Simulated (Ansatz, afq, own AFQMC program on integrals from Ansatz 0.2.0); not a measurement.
**GeH$_{3}$O, doublet in cc-pVDZ, levels against AFQMC with the constraint released**

```
atom    x (Å)    y (Å)    z (Å)
  Ge  -0.0304  -0.0304   0.3232
   O   0.0854   0.0934  -1.4546
   H   0.7561  -1.2887   0.7949
   H   0.6241   1.2767   0.8252
   H  -0.5428   0.7196  -1.8222
```

Connectivity, by distances: GeH2–OH.

Basis cc-pVDZ. Only valence electrons are correlated. AFQMC by an in-house program on the Cholesky factors that Ansatz 0.2.0 writes for its CCSD(T) run. The CISD trial takes its coefficients from CCSD amplitudes. Released means that phaseless walkers are propagated on without the constraint, phases kept. ± is one standard error of the sampling. No spin–orbit coupling.

Determinant: ROHF, the one that the program's search chose, which needn't be the lowest solution. The geometry is a point of a scan.

No full CI on the walks' own integrals is used here. The released AFQMC energy serves as the reference, which it does only where one determinant dominates, the energy is flat over the last release times and near the phaseless one (40 meV or 2 meV an electron, half that with transition metals). On small molecules, where full CI could be run and the noise was under 10 meV, such values lay within 10 meV of it in 19 cases of 20, a flattering rate, since the rule was set on those same cases; what remains of the bias isn't in the error bar.

Cautions: no relativity below Rb; no spin-orbit coupling; inner d shell frozen; the released value is read at 1.62 1/Eh with a noise of 22 meV, more than in the cases checked, later times being too noisy (meV from the phaseless value at times in 1/Eh: 15 ± 15 at 0.24, -9 ± 14 at 0.51, -7 ± 18 at 0.99, -19 ± 22 at 1.62, -49 ± 34 at 2.40).

The T1 diagnostic is 0.0191, the weight of the determinant in the CISD state is 0.890 and the size of the correlated space is 13 electrons in 41 orbitals.

Reference: AFQMC with the constraint released, correlation energy -8.343 ± 0.022 eV.

```json
{"level": "HF", "E − E(reference) (kJ/mol)": "805.0 ± 2.1", "share of correlation (%)": "0.00"}
{"level": "MP2", "E − E(reference) (kJ/mol)": "78.9 ± 2.1", "share of correlation (%)": "90.19"}
{"level": "CCSD", "E − E(reference) (kJ/mol)": "19.1 ± 2.1", "share of correlation (%)": "97.62"}
{"level": "CCSD(T)", "E − E(reference) (kJ/mol)": "2.1 ± 2.1", "share of correlation (%)": "99.74"}
{"level": "ph-AFQMC/HF", "E − E(reference) (kJ/mol)": "-5.4 ± 7.0", "share of correlation (%)": "100.67"}
{"level": "ph-AFQMC/CISD", "E − E(reference) (kJ/mol)": "1.8 ± 2.4", "share of correlation (%)": "99.78"}
```

Released energies are given only where the last usable release times agree within the noise; a slower fall can still hide under it.
